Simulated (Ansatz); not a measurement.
Relaxation of AlH3NS (6 atoms, charge 0, multiplicity 2), to a largest force component of 0.015 eV/Å in at most 40 steps.

Theory: Ansatz, UKS B3LYP-D4/6-31G*.

```xyz
6
Properties=species:S:1:pos:R:3
N -0.593 0.210 -1.170
Al -0.348 -0.695 0.450
S 1.123 0.096 1.943
H 0.154 0.992 -1.210
H -0.354 -0.458 -1.979
H 2.205 -0.620 1.367
```

Task: Where does it end, and by what steps?

Result: The run converged. After 18 steps the energy has fallen by 0.590 eV; H6 moved furthest, 1.05 Å.

| step | energy less start (eV) | largest force component (eV/Å) | accepted |
| --- | --- | --- | --- |
| 0 | 0.0000 | 2.334 | yes |
| 1 | -0.2084 | 1.573 | yes |
| 2 | -0.3356 | 2.037 | yes |
| 3 | -0.4264 | 0.514 | yes |
| 4 | -0.4463 | 0.668 | yes |
| 5 | -0.4550 | 0.300 | yes |
| 6 | -0.4564 | 0.051 | yes |
| 7 | -0.4726 | 0.127 | yes |
| 8 | -0.4840 | 0.663 | yes |
| 9 | -0.5095 | 0.718 | yes |
| 10 | -0.5266 | 0.675 | yes |
| 11 | -0.5582 | 0.672 | yes |
| 12 | -0.5823 | 0.126 | yes |
| 13 | -0.5860 | 0.224 | yes |
| 14 | -0.5885 | 0.062 | yes |
| 15 | -0.5891 | 0.098 | yes |
| 16 | -0.5888 | 0.124 | no |
| 17 | -0.5901 | 0.032 | yes |
| 18 | -0.5903 | 0.006 | yes |

```xyz
6
Properties=species:S:1:pos:R:3
N -0.358 0.107 -1.245
Al 0.323 -0.874 0.082
S 1.530 0.261 1.581
H -0.223 1.106 -1.358
H -0.930 -0.261 -1.994
H 1.843 -0.816 2.334
```

Whether the end is a true minimum wasn't checked by a vibrational analysis.

Time of the run: 79 s on 1 thread of Intel(R) Xeon(R) Processor @ 2.70GHz (shared host), peak memory 0.16 GiB.
